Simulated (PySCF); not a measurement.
CH₂, neutral, multiplicity 1. Atoms are numbered in the order given.

```xyz
3

C      0.0000     0.0000     0.1748
H      0.0000    -0.8622    -0.5245
H      0.0000     0.8622    -0.5245
```
Charge 0, spin multiplicity 1.

Coordinates come from a B3LYP-D3(BJ)/def2-TZVPD optimisation. The isomer is the one that the SMILES or the coordinates give; other isomers of the formula were not compared.

These are PySCF with PBE/def2-TZVPD values and carry that method's errors.

Isolated molecule, no solvent.

Computed frontier levels, gap, dipole moment and polarisability:
The highest occupied level is -5.95 eV and the lowest empty level comes out as -5.02 eV. The orbital gap is 0.93 eV. The dipole moment is 1.73 D. The quadrupole, principal values (traceless, Buckingham form, about the centre of nuclear charge) comes out as -2.79, 0.87, 1.91 D·Å. The mean static polarisability is 17.3 bohr³ (2.56 Å³) and the polarisability, principal values comes out as 14.2, 17.7, 19.9 bohr³.
